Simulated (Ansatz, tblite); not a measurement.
## Litharge SnO: properties by level of theory

Reference values: lattice constant a 3.801 Å (measured, temperature not stated, not corrected to a static lattice; as tabulated in Electronic properties of the Sn1−xPbxO alloy and band alignment of the SnO/PbO …); lattice parameter c 4.835 Å (measured, temperature not stated, no zero-point or thermal correction; as tabulated in Electronic properties of the Sn1−xPbxO alloy and band alignment of the SnO/PbO …).

```tsv
level (code)	lattice parameter a (Å)	c axis length (Å)
GFN1-xTB (tblite)	3.809	3.533
LDA (Ansatz)	3.768	4.658
r²SCAN-D4 (Ansatz)	3.798	4.810
HSE06 (Ansatz)	3.799	5.014
```

Differences from the reference values (errors of the level alone only where the reference is corrected to a static lattice):

| level | lattice constant a (%) | lattice parameter c (%) |
|---|---|---|
| GFN1-xTB | +0.21 | -27 |
| LDA | -0.87 | -3.66 |
| r²SCAN-D4 | -0.08 | -0.52 |
| HSE06 | -0.05 | +3.70 |

Nearest: lattice constant a, not ranked (reference at room or unstated temperature); lattice parameter c, not ranked (reference at room or unstated temperature). Values with a doubt, or to which a potential was fitted, aren't ranked.

Caveats: LDA has no dispersion term either, though it tends to give short spacings of layers, chains or molecules (LDA); the cell comes from a level without a dispersion term, which matters for the spacing of layers, chains or molecules (HSE06); the cell has another shape than the first-principles one, perhaps another minimum in the same group (GFN1-xTB); the cell moved over 20 % in volume from its start (GFN1-xTB); the method was fitted mainly to molecules (GFN1-xTB); the run uses a supercell at the zone centre in place of a k mesh (GFN1-xTB). Ansatz's density-functional and Hartree–Fock values are scalar-relativistic unless marked +SOC, with PAW data made under PBE.

Differences are worked out from the printed values.

Computed values are for the static lattice.

Ansatz is a program for electronic structure.
